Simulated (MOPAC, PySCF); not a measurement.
Bond stretch in HF, singlet.

Levels of theory: PM3, restricted, heats of formation (MOPAC); UHF/LANL2DZ = PySCF with unrestricted Hartree-Fock/LANL2DZ; UMP2 = PySCF with MP2 on UHF/cc-pVDZ, 1 core orbital frozen.

Energies are in kcal/mol, each relative to the lowest point of its own curve near equilibrium.

```csv
R / Å,PM3,UHF/LANL2DZ,UMP2
0.69,72.6,71.4,69.9
0.73,47.7,43.2,42.2
0.79,21.7,17.0,16.6
0.82,?,9.3,9.0
0.87,3.9,2.0,2.0
0.89,1.8,0.7,0.7
0.92,0.1,0.0,0.0
0.95,0.0,0.6,0.6
0.98,1.2,2.3,2.2
1.02,?,5.8,5.6
1.08,11.6,13.0,12.6
1.15,22.5,23.3,22.5
1.24,37.7,38.1,36.6
1.37,58.4,57.3,71.3
1.50,77.4,67.8,?
1.66,101.4,74.3,113.5
1.85,131.4,77.8,122.0
2.02,155.3,79.3,125.5
2.27,181.4,?,127.7
2.46,196.1,80.7,128.4
2.77,?,80.9,128.9
3.26,232.4,81.1,129.1
3.66,?,81.1,129.2
```

What belongs in the gaps?


- 0.82, PM3: 13.1
- 1.02, PM3: 4.3
- 1.50, UMP2: 97.5
- 2.27, UHF/LANL2DZ: 80.3
- 2.77, PM3: 214.3
- 3.66, PM3: 241.5

The restricted form behind PM3 keeps the bonding electrons paired and can't separate into open-shell fragments. The unrestricted determinant behind UHF/LANL2DZ, UMP2 is spin-contaminated at 1.37 to 3.66 Å (<S²> up to 1.0, against 0.00 for a pure singlet).
